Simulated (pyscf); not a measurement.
`[PH2][PH2]` + `[SiH2]` [singlet] → `[SiH3][PH][PH2]`, an insertion (singlet surface; H–P broken, P–Si, H–Si formed). Single points on ωB97X-D3(BJ)/def2-SVP structures (PySCF, gas phase). MP2 and CC: frozen core, UHF for open shells. ΔMP2 is the change of the MP2 total energy from the triple- to the quadruple-zeta basis. Energies in eV from the separated reactants.

GFN2-xTB: tblite. 

Task: Quick GFN2-xTB single points give ΔE‡ = 0.07 eV and ΔE = -2.34 eV. What does CCSD(T)/def2-TZVPP + ΔMP2(QZVPP) give, and how far is the quick result from it?

Result: CCSD(T)/def2-TZVPP + ΔMP2(QZVPP) gives ΔE‡ = -0.34 eV and ΔE = -2.70 eV. GFN2-xTB lies 0.40 eV over it in the barrier and 0.36 eV over it in the reaction energy, so on this step it does not hold to within 0.13 eV. CCSD(T)/def2-TZVPP + ΔMP2(QZVPP) has limits of its own. On the reactant side the descent ends in an adduct with a H–Si contact, 0.50 eV under the separated species and 0.08 eV under the saddle at ωB97X-D3(BJ)/def2-TZVP. At CCSD(T) the saddle lies under the separated reactants, which points to a path from their complex (located at ωB97X-D3(BJ) alone). What is counted as formed (H–Si) is already present as a longer contact in the reactant adduct; forming that adduct is a step of its own. This is the saddle that the search found; another between the same sides may lie lower. The CCSD(T) − MP2 part came from Ansatz, without density fitting, on the same reference.
